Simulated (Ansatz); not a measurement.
```yaml
crystal:
  periodic: [false, false, false]
  atoms:
    - {symbol: Al, position_ang: [-1.432736, 0.926578, 0.002909]}
    - {symbol: Si, position_ang: [0.518377, -0.552363, -0.002946]}
    - {symbol: C, position_ang: [2.201631, -0.985796, -0.000649]}
    - {symbol: H, position_ang: [-2.326128, 2.334460, 0.011964]}
basis:
  gaussian: {orbitals: def2-TZVP}
magnetization: {spin_polarized: true, initial_magnetization: 2}
hamiltonian: {xc: pbe0}
relax: {f_tol: 0.004, max_steps: 80}
```

```sh
$ ansatz run in.yaml --threads 1 --pin off --events-out ev --progress --plain --max-ram 2176MiB
```

Steps of the relaxation (energy above the last step; positions in Å, forces in eV/Å):

```
4
step 1, 2630.9 meV
Al   -1.433    0.927    0.003   -0.929   -0.209   -0.005
Si    0.518   -0.552   -0.003    0.162    0.660    0.006
C     2.202   -0.986   -0.001   -0.195   -0.045   -0.001
H    -2.326    2.334    0.012    0.962   -0.406    0.000
```

```
4
step 2, 2318.4 meV
Al   -1.582    0.801    0.001   -0.553    0.041   -0.002
Si    0.536   -0.412   -0.002    0.092    0.336    0.003
C     2.178   -0.997   -0.001   -0.079   -0.018    0.000
H    -2.171    2.331    0.012    0.539   -0.359   -0.001
```

```
4
step 3, 2140.3 meV
Al   -1.737    0.682    0.000   -0.147    0.039    0.000
Si    0.542   -0.257    0.000    0.276    0.330    0.004
C     2.136   -0.995   -0.001   -0.343   -0.044   -0.002
H    -1.980    2.292    0.013    0.214   -0.325   -0.002
```

```
4
step 8, 1538.2 meV
Al   -1.453    0.603    0.000    0.151   -0.098    0.000
Si    1.010    0.342    0.007    0.035   -0.215   -0.002
C     1.575   -1.276   -0.005   -0.295    0.389    0.002
H    -2.170    2.054    0.010    0.109   -0.076    0.000
```

```
4
step 9, 1493.3 meV
Al   -1.391    0.541    0.000    0.163   -0.079    0.000
Si    1.087    0.446    0.008    0.037   -0.591   -0.005
C     1.383   -1.246   -0.006   -0.210    0.668    0.005
H    -2.118    1.982    0.010    0.010    0.002    0.000
```

```
4
step 11, 1219.8 meV
Al   -1.284    0.401   -0.001    0.149   -0.817   -0.007
Si    1.219    0.576    0.009    0.460   -0.226    0.000
C     1.018   -1.110   -0.006   -0.863    1.016    0.006
H    -1.991    1.856    0.009    0.253    0.028    0.001
```

```
4
step 12, 784.4 meV
Al   -1.256    0.314   -0.002    0.692   -0.814   -0.005
Si    1.296    0.620    0.010    0.285   -0.037    0.001
C     0.846   -1.018   -0.006   -1.344    1.115    0.005
H    -1.924    1.807    0.009    0.367   -0.265   -0.001
```

```
4
step 13, 320.4 meV
Al   -1.194    0.233   -0.002    0.457   -0.264   -0.001
Si    1.352    0.657    0.011   -0.082   -0.591   -0.005
C     0.674   -0.925   -0.006   -0.866    1.493    0.010
H    -1.870    1.759    0.009    0.491   -0.639   -0.004
```

```
4
step 17, 7.6 meV
Al   -1.310    0.073   -0.004    0.090   -0.065    0.000
Si    1.367    0.724    0.011   -0.018   -0.078   -0.001
C     0.504   -0.733   -0.005   -0.119    0.194    0.001
H    -1.601    1.660    0.009    0.047   -0.050    0.000
```

```
4
step 18, 1.4 meV
Al   -1.332    0.050   -0.004   -0.027   -0.028    0.000
Si    1.378    0.733    0.011    0.013   -0.018    0.000
C     0.480   -0.703   -0.004    0.002    0.042    0.000
H    -1.565    1.644    0.009    0.012    0.004    0.000
```

```
4
step 21, 0.0 meV
Al   -1.359    0.032   -0.005    0.001   -0.001    0.000
Si    1.414    0.730    0.011    0.001    0.002    0.000
C     0.463   -0.673   -0.004   -0.002   -0.001    0.000
H    -1.557    1.634    0.009    0.000    0.001    0.000
```

Close pairs at the end: Al1–H4 1.614 Å, Si2–C3 1.696 Å, Al1–C3 1.953 Å, Al1–Si2 2.859 Å.

A stationary point of unrestricted PBE0 after 21 steps, with ⟨S²⟩ = 2.024 against 2.00 for a pure state; no frequencies were run, so it isn't proven a minimum. 2.3 min on 1 thread of AMD EPYC 7R43, shared host.
